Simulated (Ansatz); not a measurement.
Rock-salt TiC, treated with PBEsol (Ansatz, a quantum-chemistry and plane-wave program, PAW).

Settings: plane-wave cutoff 560 eV, 16×16×16 k mesh, Fermi–Dirac smearing 0.1 eV, perturbation theory, no spin polarisation, scalar-relativistic PAW data made under PBE.

Cell (relaxed at this level):

Space group Fm-3m (No. 225); a = b = c = 4.2931 Å, α = β = γ = 90.00°

```tsv
atom	site	symmetry	x	y	z
Ti	4a	m-3m	0.0000	0.0000	0.0000
C	4b	m-3m	0.5000	0.5000	0.5000
```
(The calculation used a cell of 2 atoms; values per cell refer to that cell.)

Task: Predict the zone-centre TO phonon frequency.

Result: 
- zone-centre TO phonon frequency = 542 cm⁻¹

Computing time: very roughly 8 core-minutes.
